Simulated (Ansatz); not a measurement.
# C2H3F: the cost of one run

Program: Ansatz 0.2.0. Level of theory: RKS PBE0/def2-SVP. These are calculated values, not measurements.

### Step 1. Starting point

Bond lengths: C1–C2 1.279 Å, C2–F3 1.327 Å, C1–H4 1.032 Å, C1–H5 1.142 Å, C2–H6 1.096 Å. Angles: C1–C2–F3 118.6°, C1–C2–H6 128.2°, F3–C2–H6 113.2°, C2–C1–H4 123.4°, C2–C1–H5 121.0°, H4–C1–H5 115.6°.

As a file:

```xyz
6

C    -0.5117    0.0511   -0.4215
C     0.4849   -0.0077    0.3781
F     0.9168   -1.2005    0.7678
H    -0.9924   -0.7840   -0.7920
H    -0.9255    1.0562   -0.7725
H     1.0699    0.8209    0.7938
```

### Step 2. End point A

File input.yaml:

```yaml
crystal:
  periodic: [false, false, false]
  atoms:
    - { symbol: C, position_ang: [-0.5117, 0.0511, -0.4215] }
    - { symbol: C, position_ang: [0.4849, -0.0077, 0.3781] }
    - { symbol: F, position_ang: [0.9168, -1.2005, 0.7678] }
    - { symbol: H, position_ang: [-0.9924, -0.784, -0.792] }
    - { symbol: H, position_ang: [-0.9255, 1.0562, -0.7725] }
    - { symbol: H, position_ang: [1.0699, 0.8209, 0.7938] }
basis:
  gaussian: { orbitals: def2-SVP }
hamiltonian:
  xc: pbe0
relax:
  f_tol: 0.015
  max_steps: 40
```

Launch:

```console
$ ansatz run input.yaml --threads 1 --pin off --max-ram 2048MiB --backend cpu --events-out ev --progress --plain --runs-dir out
```

What time and memory should one allow on 1 thread of Intel Xeon Platinum 8488C (Sapphire Rapids), shared host?

About 9.9 s, with a peak of 0.13 GiB.
